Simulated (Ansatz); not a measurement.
# Nudged elastic band run: AlH6N

Input:

```yaml
crystal:
  periodic: [false, false, false]
  atoms:
    - { symbol: Al, position_ang: [0.002793, -0.097088, 0.378108] }
    - { symbol: "N", position_ang: [0.052745, -0.470209, 2.114177] }
    - { symbol: H, position_ang: [-0.754626, -0.694509, 2.684846] }
    - { symbol: H, position_ang: [0.893803, -0.500455, 2.679367] }
    - { symbol: H, position_ang: [1.379234, 0.170012, -0.367872] }
    - { symbol: H, position_ang: [-1.402876, -0.155539, -0.358176] }
    - { symbol: H, position_ang: [-0.303537, 2.513711, 0.294987] }
    - { symbol: H, position_ang: [-0.282736, 2.357279, 1.040964] }
basis:
  gaussian: { orbitals: def2-SVP }
hamiltonian:
  xc: pbe0
neb:
  order_check: false
  images: 5
  f_tol: 0.03
  max_iterations: 60
  final_atoms:
    - { symbol: Al, position_ang: [-0.16296055, 0.50387521, -0.01219335] }
    - { symbol: "N", position_ang: [0.05004003, 0.28602753, 2.04136692] }
    - { symbol: H, position_ang: [-0.85494762, 0.28709106, 2.51451393] }
    - { symbol: H, position_ang: [0.51617185, -0.5909738, 2.27895927] }
    - { symbol: H, position_ang: [1.38225894, 0.40555647, -0.44298078] }
    - { symbol: H, position_ang: [-1.09922005, -0.76784733, -0.31070874] }
    - { symbol: H, position_ang: [-0.85086291, 1.95594426, -0.04620274] }
    - { symbol: H, position_ang: [0.60432031, 1.04352861, 2.44364649] }
  initial_path:
    images:
      - { positions_ang: [[0.002793, -0.097088, 0.378108], [0.052745, -0.470209, 2.114177], [-0.754626, -0.694509, 2.684846], [0.893803, -0.500455, 2.679367], [1.379234, 0.170012, -0.367872], [-1.402876, -0.155539, -0.358176], [-0.303537, 2.513711, 0.294987], [-0.282736, 2.357279, 1.040964]] }
      - { positions_ang: [[-0.00044375, -0.04306933, 0.24471912], [0.03929476, -0.3375355, 2.15735523], [-0.78928438, -0.58972127, 2.71105826], [0.8933378, -0.27639594, 2.7135665], [1.36528228, 0.15334333, -0.5157949], [-1.3900789, -0.06896355, -0.50197395], [-0.28365027, 2.26735477, 0.42034118], [-0.24965754, 2.01818949, 1.23712956]] }
      - { positions_ang: [[-0.0036805, 0.01094933, 0.11133024], [0.02584452, -0.20486199, 2.20053346], [-0.82394276, -0.48493353, 2.73727051], [0.8928726, -0.05233688, 2.74776601], [1.35133057, 0.13667465, -0.6637178], [-1.3772818, 0.0176119, -0.6457719], [-0.26376355, 2.02099855, 0.54569537], [-0.21657909, 1.67909998, 1.43329511]] }
      - { positions_ang: [[-0.00691725, 0.064968, -0.02205864], [0.01239427, -0.07218849, 2.24371168], [-0.85860114, -0.3801458, 2.76348277], [0.8924074, 0.17172218, 2.78196551], [1.33737885, 0.12000598, -0.81164069], [-1.3644847, 0.10418734, -0.78956985], [-0.24387682, 1.77464232, 0.67104955], [-0.18350063, 1.34001047, 1.62946067]] }
      - { positions_ang: [[-0.05893168, 0.2112704, -0.01877021], [0.02494286, 0.04721685, 2.17626343], [-0.8573833, -0.15773351, 2.68049315], [0.76699555, -0.08250982, 2.61429676], [1.35233888, 0.21518947, -0.68875406], [-1.27606315, -0.18649088, -0.62994948], [-0.44620551, 1.8350763, 0.43196546], [0.07910635, 1.24118318, 1.90085594]] }
      - { positions_ang: [[-0.11094612, 0.3575728, -0.01548178], [0.03749144, 0.16662219, 2.10881518], [-0.85616546, 0.06467877, 2.59750354], [0.6415837, -0.33674181, 2.44662802], [1.36729891, 0.31037297, -0.56586742], [-1.1876416, -0.47716911, -0.47032911], [-0.64853421, 1.89551028, 0.19288136], [0.34171333, 1.1423559, 2.17225121]] }
      - { positions_ang: [[-0.16296055, 0.50387521, -0.01219335], [0.05004003, 0.28602753, 2.04136692], [-0.85494762, 0.28709106, 2.51451393], [0.51617185, -0.5909738, 2.27895927], [1.38225894, 0.40555647, -0.44298078], [-1.09922005, -0.76784733, -0.31070874], [-0.85086291, 1.95594426, -0.04620274], [0.60432031, 1.04352861, 2.44364649]] }
```

Launched with:

```bash
$ ansatz run input.yaml --threads 1 --pin off --max-ram 2048MiB --backend cpu --events-out ev --progress --plain --runs-dir out
```

Output, in part (warnings, iteration lines, the closing report on the highest movable image, with atoms numbered from 0):

```
NEB end point (image 0): max|allowed force component| = 2.537e-2 eV/Å (the criterion of neb.relax_end_points is 1.000e-2)
NEB end point (image 6): max|allowed force component| = 2.780e-3 eV/Å (the criterion of neb.relax_end_points is 1.000e-2)
NEB iter   1: max|band force component| = 9.219e0 eV/Å  barrier→ = 1.8920 eV  barrier← = 2.5674 eV  Δτ_max = 0.2000 Å  (145 SCF iters)
NEB iter   2: max|band force component| = 2.878e0 eV/Å  barrier→ = 0.9190 eV  barrier← = 1.5944 eV  Δτ_max = 0.1996 Å  (123 SCF iters)
NEB iter   3: max|band force component| = 2.501e0 eV/Å  barrier→ = 0.4427 eV  barrier← = 1.1181 eV  Δτ_max = 0.1459 Å  (118 SCF iters)
NEB iter   4: max|band force component| = 1.244e0 eV/Å  barrier→ = 0.4404 eV  barrier← = 1.1159 eV  Δτ_max = 0.0901 Å  (106 SCF iters)
NEB iter   5: max|band force component| = 6.521e-1 eV/Å  barrier→ = 0.4473 eV  barrier← = 1.1227 eV  CI = image 2  Δτ_max = 0.1910 Å  (106 SCF iters)
NEB iter   6: max|band force component| = 1.861e0 eV/Å  barrier→ = 0.5884 eV  barrier← = 1.2639 eV  CI = image 2  Δτ_max = 0.0725 Å  (110 SCF iters)
NEB iter   7: max|band force component| = 6.923e-1 eV/Å  barrier→ = 0.6067 eV  barrier← = 1.2821 eV  CI = image 2  Δτ_max = 0.1004 Å  (104 SCF iters)
NEB iter   8: max|band force component| = 6.549e-1 eV/Å  barrier→ = 0.6974 eV  barrier← = 1.3728 eV  CI = image 2  Δτ_max = 0.1010 Å  (106 SCF iters)
NEB iter   9: max|band force component| = 3.100e-1 eV/Å  barrier→ = 0.6900 eV  barrier← = 1.3655 eV  CI = image 2  Δτ_max = 0.0997 Å  (106 SCF iters)
NEB iter  10: max|band force component| = 1.361e-1 eV/Å  barrier→ = 0.6771 eV  barrier← = 1.3525 eV  CI = image 2  Δτ_max = 0.1975 Å  (103 SCF iters)
NEB iter  11: max|band force component| = 1.352e-1 eV/Å  barrier→ = 0.6776 eV  barrier← = 1.3530 eV  CI = image 2  Δτ_max = 0.1934 Å  (105 SCF iters)
NEB iter  12: max|band force component| = 4.120e-1 eV/Å  barrier→ = 0.6766 eV  barrier← = 1.3521 eV  CI = image 2  Δτ_max = 0.0969 Å  (101 SCF iters)
NEB iter  13: max|band force component| = 2.924e-1 eV/Å  barrier→ = 0.6766 eV  barrier← = 1.3520 eV  CI = image 2  Δτ_max = 0.0982 Å  (96 SCF iters)
NEB iter  14: max|band force component| = 2.487e-1 eV/Å  barrier→ = 0.6766 eV  barrier← = 1.3520 eV  CI = image 2  Δτ_max = 0.0229 Å  (96 SCF iters)
NEB iter  15: max|band force component| = 9.127e-2 eV/Å  barrier→ = 0.6766 eV  barrier← = 1.3520 eV  CI = image 2  Δτ_max = 0.0502 Å  (99 SCF iters)
NEB iter  16: max|band force component| = 1.139e-1 eV/Å  barrier→ = 0.6766 eV  barrier← = 1.3520 eV  CI = image 2  Δτ_max = 0.0251 Å  (92 SCF iters)
NEB iter  17: max|band force component| = 7.333e-2 eV/Å  barrier→ = 0.6766 eV  barrier← = 1.3520 eV  CI = image 2  Δτ_max = 0.0250 Å  (90 SCF iters)
NEB iter  18: max|band force component| = 9.396e-2 eV/Å  barrier→ = 0.6766 eV  barrier← = 1.3520 eV  CI = image 2  Δτ_max = 0.0493 Å  (88 SCF iters)
NEB iter  19: max|band force component| = 2.341e-1 eV/Å  barrier→ = 0.6766 eV  barrier← = 1.3520 eV  CI = image 2  Δτ_max = 0.0340 Å  (86 SCF iters)
NEB iter  20: max|band force component| = 2.929e-1 eV/Å  barrier→ = 0.6766 eV  barrier← = 1.3520 eV  CI = image 2  Δτ_max = 0.1000 Å  (88 SCF iters)
NEB iter  21: max|band force component| = 1.508e-1 eV/Å  barrier→ = 0.6766 eV  barrier← = 1.3520 eV  CI = image 2  Δτ_max = 0.1010 Å  (87 SCF iters)
NEB iter  22: max|band force component| = 1.327e-1 eV/Å  barrier→ = 0.6766 eV  barrier← = 1.3520 eV  CI = image 2  Δτ_max = 0.2000 Å  (88 SCF iters)
NEB iter  23: max|band force component| = 2.185e-1 eV/Å  barrier→ = 0.6766 eV  barrier← = 1.3520 eV  CI = image 2  Δτ_max = 0.1004 Å  (93 SCF iters)
NEB iter  24: max|band force component| = 1.668e-1 eV/Å  barrier→ = 0.6766 eV  barrier← = 1.3520 eV  CI = image 2  Δτ_max = 0.0835 Å  (88 SCF iters)
NEB iter  25: max|band force component| = 1.916e-1 eV/Å  barrier→ = 0.6766 eV  barrier← = 1.3520 eV  CI = image 2  Δτ_max = 0.2000 Å  (89 SCF iters)
NEB iter  26: max|band force component| = 9.138e-2 eV/Å  barrier→ = 0.6766 eV  barrier← = 1.3520 eV  CI = image 2  Δτ_max = 0.0446 Å  (88 SCF iters)
NEB iter  27: max|band force component| = 7.294e-2 eV/Å  barrier→ = 0.6766 eV  barrier← = 1.3520 eV  CI = image 2  Δτ_max = 0.1265 Å  (87 SCF iters)
NEB iter  28: max|band force component| = 1.227e-1 eV/Å  barrier→ = 0.6766 eV  barrier← = 1.3520 eV  CI = image 2  Δτ_max = 0.0172 Å  (85 SCF iters)
NEB iter  29: max|band force component| = 1.188e-1 eV/Å  barrier→ = 0.6766 eV  barrier← = 1.3520 eV  CI = image 2  Δτ_max = 0.0040 Å  (71 SCF iters)
NEB iter  30: max|band force component| = 1.173e-1 eV/Å  barrier→ = 0.6766 eV  barrier← = 1.3520 eV  CI = image 2  Δτ_max = 0.0641 Å  (70 SCF iters)
NEB iter  31: max|band force component| = 8.522e-2 eV/Å  barrier→ = 0.6766 eV  barrier← = 1.3520 eV  CI = image 2  Δτ_max = 0.0747 Å  (82 SCF iters)
NEB iter  32: max|band force component| = 1.197e-1 eV/Å  barrier→ = 0.6766 eV  barrier← = 1.3520 eV  CI = image 2  Δτ_max = 0.0947 Å  (82 SCF iters)
NEB iter  33: max|band force component| = 1.158e-1 eV/Å  barrier→ = 0.6766 eV  barrier← = 1.3520 eV  CI = image 2  Δτ_max = 0.1274 Å  (84 SCF iters)
NEB iter  34: max|band force component| = 9.257e-2 eV/Å  barrier→ = 0.6766 eV  barrier← = 1.3520 eV  CI = image 2  Δτ_max = 0.1770 Å  (83 SCF iters)
NEB iter  35: max|band force component| = 1.218e-1 eV/Å  barrier→ = 0.6766 eV  barrier← = 1.3520 eV  CI = image 2  Δτ_max = 0.1645 Å  (85 SCF iters)
NEB iter  36: max|band force component| = 6.792e-2 eV/Å  barrier→ = 0.6766 eV  barrier← = 1.3520 eV  CI = image 2  Δτ_max = 0.1514 Å  (82 SCF iters)
NEB iter  37: max|band force component| = 1.736e-1 eV/Å  barrier→ = 0.6766 eV  barrier← = 1.3520 eV  CI = image 2  Δτ_max = 0.0770 Å  (85 SCF iters)
NEB iter  38: max|band force component| = 2.768e-1 eV/Å  barrier→ = 0.6766 eV  barrier← = 1.3520 eV  CI = image 2  Δτ_max = 0.0762 Å  (83 SCF iters)
NEB iter  39: max|band force component| = 1.598e-1 eV/Å  barrier→ = 0.6766 eV  barrier← = 1.3520 eV  CI = image 2  Δτ_max = 0.1532 Å  (82 SCF iters)
NEB iter  40: max|band force component| = 1.122e-1 eV/Å  barrier→ = 0.6766 eV  barrier← = 1.3520 eV  CI = image 2  Δτ_max = 0.0384 Å  (89 SCF iters)
NEB iter  41: max|band force component| = 6.201e-2 eV/Å  barrier→ = 0.6766 eV  barrier← = 1.3520 eV  CI = image 2  Δτ_max = 0.1988 Å  (83 SCF iters)
NEB iter  42: max|band force component| = 1.400e-1 eV/Å  barrier→ = 0.6766 eV  barrier← = 1.3520 eV  CI = image 2  Δτ_max = 0.0335 Å  (88 SCF iters)
NEB iter  43: max|band force component| = 3.427e-2 eV/Å  barrier→ = 0.6766 eV  barrier← = 1.3520 eV  CI = image 2  Δτ_max = 0.0162 Å  (86 SCF iters)
NEB iter  44: max|band force component| = 1.079e-2 eV/Å  barrier→ = 0.6766 eV  barrier← = 1.3520 eV  CI = image 2  Δτ_max = 0.0000 Å  (188 SCF iters)
Total energy: -8175.37771270 eV, -300.4395894718 hartree
Atom 0 at    -0.034592     0.221794     0.143954 Å, force     0.000001     0.000001    -0.000001 eV/Å
Atom 1 at    -0.011445     0.054308     2.044822 Å, force    -0.000003    -0.000002     0.000001 eV/Å
Atom 2 at    -0.804944    -0.305831     2.570031 Å, force     0.000002    -0.000004    -0.000001 eV/Å
Atom 3 at     0.844992    -0.117494     2.566535 Å, force     0.000001     0.000007     0.000001 eV/Å
Atom 4 at     1.393977     0.129942    -0.543440 Å, force     0.000000    -0.000001     0.000000 eV/Å
Atom 5 at    -1.408578    -0.189962    -0.537497 Å, force    -0.000000     0.000000     0.000000 eV/Å
Atom 6 at    -0.230569     1.949090     0.705159 Å, force     0.000000     0.000000    -0.000001 eV/Å
Atom 7 at    -0.164043     1.381355     1.516837 Å, force    -0.000000    -0.000003     0.000002 eV/Å
Dipole moment:     0.016357    -0.133924     0.504561 e Å
```

It converged. The profile has 2 maxima (images 2, 4) with wells between them (image 3): this band takes more than one step, which may be the mechanism or a detour left from its start path. Neighbouring images differ by up to 1.3 eV, so the band resolves the path poorly. A vibrational analysis at the climbing image gives one clearly imaginary mode, 1185i cm⁻¹: a first-order saddle point. The orbitals stay closed-shell, which can raise the energy where a bond breaks towards radicals; this wasn't checked here.

Final band (atoms are numbered from 1 in the order of the input):

```
image  path coordinate (Å)  energy (kcal/mol)  H7–H8 (Å)  Al1–H7 (Å)  N2–H8 (Å)
    0                 0.00                0.0       0.76        2.63       3.04
    1                 0.82                1.8       0.77        2.34       2.30
    2                 1.63               15.6       0.99        1.83       1.44
    3                 3.04              -14.8       2.74        1.61       1.02
    4                 4.45              -13.3       3.55        1.61       1.02
    5                 5.86              -14.8       2.80        1.61       1.02
    6                 7.27              -15.6       3.02        1.61       1.02
```

Run time: 2.5 min on 1 thread of Intel(R) Xeon(R) 6975P-C (Granite Rapids), with other jobs on the host, peak memory 0.13 GiB.
